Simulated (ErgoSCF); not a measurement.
**One shape, several levels: MgH2S (SMILES [MgH][SH])**

Wanted: a comparison of 6 runs (HF/3-21G, HF/def2-SVP, B3LYP/6-31G*, PBE0/def2-SVP, B3LYP/6-31+G*, PBE0/6-31+G*) of MgH2S. 

The results are computed with ErgoSCF 3.8.

## 1. The molecule

MgH2S has 4 atoms, charge 0, and is taken as a singlet. SMILES: `[MgH][SH]`. The shape is that of a PBE0-D4/def2-TZVP optimisation.

Bond lengths: Mg1–S2 2.296 Å, Mg1–H3 1.694 Å, S2–H4 1.345 Å. Angles: Mg1–S2–H4 92.9°, S2–Mg1–H3 179.4°.

## 2. A single-point energy at HF/3-21G (run 1)

ergo.in

```
set_nthreads(1)
molecule_inline
Mg -0.06803014 -1.46831720 0.51362756
S  -1.06977396 1.89029304 -2.04336086
H  0.64760914 -3.96445644 2.38445642
H  0.59507476 3.42871908 -0.89327354
EOF
charge = 0
scf.max_number_of_iterations = 120
scf.output_mulliken_pop = 1
tmpdir = "."
scf.use_diagonalization = 1
basis = "3-21G"
run "HF"
```

The basis set 3-21G is read from a file made from the Basis Set Exchange's data (not shown).

The run is started by

```bash
$ ergo ergo.in
```

Output:

```text
[...]
INSC SCF_general constructor, number of basis functions: 30
[...]
INSC Energy   1 =       -401.40956890174
[...]
INDE E_LUMO =          0.04436927277
[...]
INSC Energy  16 =       -595.21593335067  ( diff     -0.000000000002728 )
[...]
RESC CONVERGED after  16 iterations.
RESC FINAL ENERGY:       -595.21593335067
[...]
INSC SCF: dipole_moment_x [atomic units] =       0.48213079
INSC SCF: dipole_moment_y [atomic units] =      -0.35586246
INSC SCF: dipole_moment_z [atomic units] =       0.68092317
[...]
```

It took 1.2 s on 1 thread of Arm Neoverse V2, shared host; peak memory 0.26 GiB.

## 3. A single-point energy at HF/def2-SVP (run 2)

molecule.xyz

```xyz
4

Mg    -0.036000    -0.777000     0.271800
S     -0.566100     1.000300    -1.081300
H      0.342700    -2.097900     1.261800
H      0.314900     1.814400    -0.472700
```

ergo.in

```
# H2MgS, HF
set_nthreads(1)
tmpdir = "."
scf.use_diagonalization = 1
basis = "def2-SVP"
scf.max_number_of_iterations = 120
scf.output_mulliken_pop = 1
molecule "molecule.xyz"
run "HF"
```

The basis set def2-SVP is read from a file made from the Basis Set Exchange's data (not shown).

The run is started by

```bash
$ ergo ergo.in
```

Output:

```text
[...]
INSC SCF_general constructor, number of basis functions: 46
[...]
INSC Energy   1 =       -295.61751235893
[...]
INDE E_LUMO =          0.05007615575
[...]
INSC Energy  17 =       -598.13463688983  ( diff     -0.000000000006366 )
[...]
RESC CONVERGED after  17 iterations.
RESC FINAL ENERGY:       -598.13463688983
[...]
INSC SCF: dipole_moment_x [atomic units] =       0.30519081
INSC SCF: dipole_moment_y [atomic units] =      -0.13085362
INSC SCF: dipole_moment_z [atomic units] =       0.38951693
[...]
```

Wall time 4.8 s (1 thread of Arm Neoverse V2, shared host); peak memory 0.26 GiB.

Runs 3 to 5 aren't shown in full; the table further down has their settings and results.

## 4. A single-point energy at PBE0/6-31+G(d) (spherical functions) (run 6)

ergo.in

```
# H2MgS, PBE0
set_nthreads("env")
XC.angint = 41
scf.max_number_of_iterations = 120
scf.use_diagonalization = 1
XC.sparse_mode = 0
basis = "6-31+G*"
scf.output_mulliken_pop = 1
XC.radint = 1e-11
tmpdir = "."
molecule_inline Angstrom
Mg -0.036000 -0.777000 0.271800
S  -0.566100 1.000300 -1.081300
H  0.342700 -2.097900 1.261800
H  0.314900 1.814400 -0.472700
EOF
run "PBE0"
```

The basis set 6-31+G* is read from a file made from the Basis Set Exchange's data (not shown).

The run is started by

```bash
$ ergo ergo.in
```

Output:

```text
[...]
INDF Weighted mixed functional:
[...]
INSC Energy   1 =       -293.98823248479
[...]
INDE E_LUMO =         -0.03708371456
[...]
INSC Energy  16 =       -599.20822324561  ( diff     -0.000000000005343 )
[...]
RESC CONVERGED after  16 iterations.
RESC FINAL ENERGY:       -599.20822324561
[...]
INSC SCF: dipole_moment_x [atomic units] =       0.33659796
INSC SCF: dipole_moment_y [atomic units] =      -0.19032456
INSC SCF: dipole_moment_z [atomic units] =       0.44987585
[...]
```

It took 8.7 s on 1 thread of Arm Neoverse V2, shared host; peak memory 0.26 GiB.

## 5. The series

| run | level | integration grid | radint | energy (Eh) | dipole moment (D) | wall time |
| --- | --- | --- | --- | --- | --- | --- |
| 1 | HF/3-21G | – | – | -595.215933 | 2.31 | 1.2 s |
| 2 | HF/def2-SVP | – | – | -598.134637 | 1.30 | 4.8 s |
| 3 | B3LYP/6-31G* (spherical functions) | Turbo | 1e-11 | -599.496689 | 1.33 | 6.9 s |
| 4 | PBE0/def2-SVP | Turbo | 1e-11 | -599.049945 | 1.18 | 6.3 s |
| 5 | B3LYP/6-31+G* (spherical functions) | Turbo | 1e-11 | -599.498869 | 1.45 | 8.7 s |
| 6 | PBE0/6-31+G* (spherical functions) | Turbo | 1e-11 | -599.208223 | 1.51 | 8.7 s |

## 6. What came out

| quantity | value |
| --- | --- |
| run 6: total energy | -599.20822 Eh |
| run 6: dipole moment | 1.51 D |

The dipole moment (its size) runs from 1.18 D (PBE0/def2-SVP) to 2.31 D (HF/3-21G). The two ends differ in method and basis. Totals of different functionals can't be ranked against each other. All runs together took 37 s, the longest 8.7 s.
